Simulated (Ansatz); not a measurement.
A made-up structure of CH$_{4}$Si, singlet:

```
6
angstrom
C -0.7129 -0.5277 -0.2553
Si 0.5991 0.4435 0.2146
H -1.3848 -0.9778 0.4662
H 0.0079 0.2472 1.4907
H 0.9092 0.7347 1.6302
H 1.5213 1.0643 -0.7597
```

It is relaxed with PBE-D4/def2-SVP and then PBE0-D4/def2-TZVP (Ansatz 0.2.0). Atoms count as bonded within 1.22 times the sum of their covalent radii (H–H: 0.88 Å). The end point is not checked to be a true minimum.

Does its bonding change? (Judge from chemistry; the calculation decides.)

Computed: Yes. Formed: C1–H4; broken: Si2–H4.

Where it ends: The first stage lowers the energy by 5.25 eV in 12 steps. It ends as CH₄Si ([CH2][SiH2]):
```
6
angstrom
C -0.6269 -0.3078 0.5873
Si 0.8153 0.5607 0.3612
H -1.1343 -0.8062 -0.2304
H -1.0989 -0.3993 1.5585
H 1.5163 1.2446 1.4684
H 1.4684 0.6923 -0.9583
```

Labels in which every atom is bracketed show which atoms are joined, not bond orders.

For scale, one of the runs: PBE0-D4/def2-TZVP relaxation, 92 basis functions, launched by `ansatz run in.yaml --threads 2 --pin off --events-out ev --progress --plain --max-ram 4352MiB`. The run took about 6 s on 2 CPU threads of an Arm Neoverse V1 (shared host).
